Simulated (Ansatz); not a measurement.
Born–Oppenheimer molecular dynamics of CH2O3 (6 atoms, charge 0, multiplicity 1). It starts at the highest image of a converged band, a first-order saddle point between two minima.

Theory: RKS PBE0-D4/cc-pVDZ in Ansatz 0.2.0.

```yaml
ensemble: NVE (velocity Verlet)
time_step: 0.5 fs
steps_asked: 200
starting_velocities_drawn_for: 100 K
seed: 4357
```

First frame:

```xyz
6
Properties=species:S:1:pos:R:3
O -0.800 -0.593 0.581
C 0.020 0.112 -0.096
O 1.300 -0.139 -0.218
O -0.552 1.097 -0.645
H 1.490 -0.940 0.293
H -1.415 0.399 0.039
```

(1) How far do the bonds stretch over the last three quarters of this one trajectory? (Pairs bonded in most of those frames.)

Results:

(1) 
```tsv
bond	mean (Å)	spread (Å)	shortest	longest
O1–C2	1.376	0.056	1.26	1.52
O1–H6	0.985	0.046	0.90	1.07
C2–O3	1.356	0.070	1.21	1.50
C2–O4	1.201	0.029	1.15	1.25
O3–H5	0.970	0.012	0.95	0.99
```

Mean temperature of the second half: 1526 K. The conserved energy stayed within 0.59 meV per atom of its start (net change 0.0062 meV per atom), so the integration is sound. The system heated up, since it started high on the potential surface and ran downhill. A run of 0.1 ps of so small a system gives no equilibrium averages. The orbitals stay closed-shell, which can raise the energy where a bond breaks towards radicals; this wasn't checked here.

Run time: 5.4 min on 1 thread of Arm Neoverse V1, with other jobs on the host, peak memory 0.11 GiB.
